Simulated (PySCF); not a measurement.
**Towards the basis-set limit for SiN**

Aim: bond length, wavenumber and bond energy of SiN near the limit of CCSD(T), built from two basis sets and small corrections.

Program: PySCF 2.14.0. Level of theory: CCSD(T) on ROHF, no relativity in the base curves; scalar relativity is added as a correction. These are calculated values, not measurements.

## Step 1: Set-up

| Item | Value |
| --- | --- |
| molecule | SiN |
| state | doublet, unpaired electrons σ ↑ |
| smaller basis | Si cc-pV(T+d)Z, N cc-pVTZ |
| larger basis | Si cc-pV(Q+d)Z, N cc-pVQZ |
| frozen core orbitals | 6 |
| extrapolation | correlation as n⁻³ (n = 3, 4), Hartree–Fock as (n+1)·exp(−9√n) |
| corrections | core–valence correlation, scalar relativity |
| distances (Å) | 1.3830, 1.4459, 1.5087, 1.5716, 1.6345, 1.7130, 1.7916 |
| masses (u) | 27.9769, 14.0031 |
| dissociation limit | Si + N |

On the command line:

```sh
> OMP_NUM_THREADS=4 python comp.py task.json out
```

## Step 2: Coupled cluster at each distance

**Question.** What will these runs give? Wanted: for each run, Re; ωe; ωexe; αe; De.

The runs gave:

| level | Re (Å) | ωe (cm⁻¹) | ωexe (cm⁻¹) | αe (cm⁻¹) | De (eV) |
| --- | --- | --- | --- | --- | --- |
| CCSD(T)/cc-pVTZ(-PP) | 1.5848 | 1132.5 | 6.36 | 0.00544 | 4.280 |
| CCSD(T)/cc-pVQZ(-PP) | 1.5799 | 1144.0 | 6.35 | 0.00544 | 4.504 |
| HF/CBS | 1.5320 | 1315.1 | 5.25 | 0.00463 | 1.169 |
| MP2/CBS | 1.5868 | 1101.1 | 6.87 | 0.00586 | 4.671 |
| CCSD/CBS | 1.5639 | 1205.2 | 5.68 | 0.00500 | 4.215 |
| CCSD(T)/CBS | 1.5774 | 1151.9 | 6.29 | 0.00540 | 4.636 |
| CCSD(T)/CBS+CV | 1.5729 | 1157.6 | 6.30 | 0.00542 | 4.666 |
| CCSD(T)/CBS+CV+SR | 1.5725 | 1156.6 | 6.31 | 0.00543 | 4.658 |

The last step gives Re = 1.5725 Å, ωe = 1156.6 cm⁻¹ and De = 4.658 eV; the smaller basis alone is off from it by +12.3 mÅ and -0.38 eV. Near the minimum the mean field binds by 1.13 eV and correlation adds 3.51 eV of binding. T1 is 0.064, large enough to doubt a single reference. Spin–orbit coupling and excitations beyond (T) are left out.
